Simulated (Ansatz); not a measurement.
## bcc Fe

Method: PBE in Ansatz (plane waves, PAW).

Settings: plane-wave cutoff 520 eV, 26×26×26 k mesh, Fermi–Dirac smearing 0.05 eV, spin-polarised with parallel moments, scalar-relativistic PAW data made under PBE.

Cell: measured lattice: a = 2.866 Å, b = 2.866 Å, c = 2.866 Å, α = 90.00°, β = 90.00°, γ = 90.00°.

For bcc Fe, the band gap comes out as none. The magnetic moment per atom (the cell's total over its atoms) comes out as 2.22 μB.

Note: cell and atoms aren't relaxed at this level (pressure -6.7 GPa).

Moments are spin moments.

Computed values are for the static lattice.

Computing time: around 18 core-seconds (rough).

Ansatz is a quantum-chemistry and plane-wave program.
